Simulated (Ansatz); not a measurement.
The same path of C₃H₉NO₂ (15 atoms, charge 0, multiplicity 1) was run 3 times with different band settings. The coordinate that changes most is the height of N5 over the plane of its neighbours.

The calculation used RKS PBE0-D4/def2-SVP in Ansatz 0.2.0.

Relaxed end points:

```xyz
15
Properties=species:S:1:pos:R:3
C 0.082 -2.341 0.045
C 0.655 -0.945 0.047
O -0.395 -0.026 -0.132
C -0.001 1.308 -0.097
N -1.180 2.056 -0.405
O 0.493 1.703 1.135
H -0.435 -2.549 -0.904
H 0.880 -3.087 0.177
H -0.645 -2.460 0.862
H 1.402 -0.830 -0.766
H 1.181 -0.736 0.995
H 0.853 1.452 -0.797
H -1.685 1.622 -1.174
H -0.944 3.010 -0.663
H -0.285 1.773 1.707
```

```xyz
15
Properties=species:S:1:pos:R:3
C 0.095 -2.327 0.005
C 0.682 -0.938 0.007
O -0.344 -0.014 -0.270
C 0.038 1.318 -0.203
N -1.038 2.057 -0.773
O 0.386 1.683 1.108
H -0.365 -2.552 -0.968
H 0.874 -3.077 0.204
H -0.682 -2.420 0.778
H 1.480 -0.851 -0.758
H 1.146 -0.706 0.983
H 0.967 1.499 -0.778
H -1.928 1.716 -0.413
H -0.943 3.045 -0.554
H -0.390 1.517 1.660
```

Common settings: optimiser quadratic models (default); start path IDPP; force threshold 0.05 eV/Å; end points relaxed.

| run | movable images | climbing image | spring | iteration limit |
| --- | --- | --- | --- | --- |
| 1 | 9 | yes | 5.0 eV/Å² | 49 |
| 2 | 9 | yes | 2.0 to 10.0 eV/Å², energy-weighted | 54 |
| 3 | 4 | no | 5.0 eV/Å² | 60 |

(1) What does each run give, and how far can it be trusted?

Results:

(1) Run 1: converged after 5 iterations, highest image 0.168 eV above the first end. A vibrational analysis at the climbing image gives one clearly imaginary mode, 586i cm⁻¹: a first-order saddle point.
Run 2: converged after 5 iterations, highest image 0.168 eV above the first end. Another band between the same ends (9 images) ends at a top of the same energy, where a vibrational analysis finds 1 clearly imaginary mode.
Run 3: converged after 5 iterations, highest image 0.145 eV above the first end. No image climbed, so the highest image needn't sit at the top of the path.
